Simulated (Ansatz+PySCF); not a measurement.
Results of a calculation; reference values are marked as such.
Several solutions for singlet C2H4

```xyz
6

C     0.0000    0.0000   -0.6653
C     0.0000    0.0000    1.9959
H     0.0000   -0.9311   -1.2403
H     0.0000    0.9311   -1.2403
H     0.0000   -0.9311    2.5709
H     0.0000    0.9311    2.5709
```

Basis set: STO-3G (spherical functions). Charge 0, multiplicity 1.

PBE0 (restricted) was run from several starts with Ansatz (development build ahead of 0.2.0).

```csv
run,program,start,converged,energy (hartree),<S²>
A,Ansatz,"atomic start, no search",yes,-77.06614,0.00
B,Ansatz,stability test followed,yes,-77.08593,0.00
C,Ansatz,search for the lowest state,yes,-77.08593,0.00
```

Q: Which runs reached the lowest solution of this kind, and what is wrong with the others?

A: B, C reached the lowest solution found. Converged but too high: A by 0.54 eV. Convergence only shows a stationary point, and even a stable one can lie too high; stability tests and further starts are what find lower ones. Caution: an unrestricted determinant lies well below (3.65 eV lower).
